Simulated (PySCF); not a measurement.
The numbers below are computed, except where a source is named.
# H3NS3(+)

The system: H3NS3(+), a small molecule; charge +1, doublet. The structure, one conformer, was relaxed in the gas phase by PBE0-D3(BJ)/def2-SVP. No frequency run checks that it is a minimum.

SMILES: SN(S)S (charge +1)

```xyz
7

N     0.186   -0.185    0.048
S    -0.349    1.405    0.359
S     1.839   -0.554    0.082
S    -0.857   -1.513   -0.167
H    -1.307    1.402   -0.605
H     2.238    0.575   -0.563
H    -1.721   -1.164    0.823
```
Atom numbers follow the order of the file, from 1.

EPR values by unrestricted B3LYP, IGLO-III on N S, pcH-1 on H.

Q: Predict g and the largest hyperfine couplings. Where does the spin sit?

A: g = 1.9921, 2.0094, 2.0139. The spin sits on N1 (36 %, bonded to 3 S), S3 (26 %, bonded to 1 N + 1 H) by Mulliken populations.
| atom | isotope | isotropic (MHz) | dipolar, principal values (MHz) |
| --- | --- | --- | --- |
| N1 | 14N | 27.1 | -22.7, -22.6, 45.3 |
| S3 | 33S | 10.2 | -30.3, -26.4, 56.6 |
| S4 | 33S | 9.9 | -23.5, -20.2, 43.7 |
| S2 | 33S | 8.2 | -20.8, -17.2, 38.0 |
| H5 | 1H | 12.4 | -3.6, -1.3, 4.9 |
| H7 | 1H | 9.4 | -4.1, -1.4, 5.5 |

Q: How do the isotropic couplings move with BHandHLYP?

A: N1 27.1 to 48.0 MHz, S3 10.2 to 17.8 MHz, S4 9.9 to 14.6 MHz, S2 8.2 to 12.1 MHz.

The 2 runs behind this took 110 s in all, one thread each of Arm Neoverse N1 on a shared host, launched as `OMP_NUM_THREADS=1 python cluster_run.py task.json out`.
